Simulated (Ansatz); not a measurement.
**BSiN (quintet): wave-function methods side by side, cc-pVDZ**

How much of the correlation energy of BSiN (quintet) does each wave-function method recover here?

Computed with Ansatz 0.2.0, Gaussian basis. Level: cc-pVDZ, core rule «outside noble gas», up to 7 orbitals frozen.

To be run: UHF; CCSD(T) on ROHF; CCSD(T) on UHF; BCCD(T) on ROHF; CISD as a restricted active space (open shells left free, so some higher excitations enter); CCSDT(Q) on ROHF; CCSDT(Q) on UHF.

31 further runs of the same task are left out: 6 for a known fault of the program, 11 that didn't finish, 14 set aside as unsound or not needed. Runs told in other sessions of the task aren't counted.

**1. What is computed**

The geometry is a PBE0/def2-TZVP stationary point (not a proven minimum) of the parent state, kept for this charge and spin.

3 atoms, charge 0, spin multiplicity 5.

Atoms are counted from 1 here; the program's logs count them from 0.

Bond lengths: B1–N2 1.274 Å, N2–Si3 1.674 Å. Angles: B1–N2–Si3 180.0°.

**2. UHF**

File in.yaml:

```yaml
crystal:
  periodic: [false, false, false]
  atoms:
    - {symbol: B, position_ang: [0.000000, 0.000000, -1.407767]}
    - {symbol: N, position_ang: [0.000000, 0.000000, -0.133267]}
    - {symbol: Si, position_ang: [0.000000, 0.000000, 1.541033]}
basis:
  gaussian: {orbitals: cc-pVDZ}
magnetization: {spin_polarized: true, initial_magnetization: 4}
hamiltonian: {xc: hf}
output: {orbitals: {seedname: orbitals}}
```

The run is started by

```
ansatz run in.yaml --threads 1 --pin off --events-out ev --progress --plain --max-ram 2393MiB
```

The runs that follow: CCSD(T) on ROHF; CCSD(T) on UHF; BCCD(T) on ROHF; CISD as a restricted active space (open shells left free, so some higher excitations enter); CCSDT(Q) on ROHF; CCSDT(Q) on UHF.

Before running them: what should the planned runs give, taken together? Wanted: UCCSDT(Q) from the RHF energy; RMP2 from UCCSDT(Q); UMP2 from UCCSDT(Q); RCCSD from UCCSDT(Q); RCCSD(T) from UCCSDT(Q); UCCSD(T) from UCCSDT(Q); RCCSDT(Q) from UCCSDT(Q); T1 diagnostic.

**Answer**, as computed:

```
                         quantity                      value
    UCCSDT(Q) from the ROHF energy                 -7.7257 eV
              RMP2 from UCCSDT(Q)                 +815.2 meV
              UMP2 from UCCSDT(Q)                 +866.0 meV
             RCCSD from UCCSDT(Q)                 +385.5 meV
          RCCSD(T) from UCCSDT(Q)                  +59.6 meV
          UCCSD(T) from UCCSDT(Q)                  +69.8 meV
         RCCSDT(Q) from UCCSDT(Q)                   +5.2 meV
levels within 1 kcal/mol (43 meV)  RCCSDT, UCCSDT, RCCSDT(Q)
                    T1 diagnostic                      0.040
```

In words: RCCSD(T) misses by +59.6 meV, 0.8 % of the correlation energy. These misses are within one basis, not against nature; the frozen cores of restricted and unrestricted runs differ, which can shift their rows.

With open shells the CI space here admits some higher excitations, so it is larger than plain CISD.
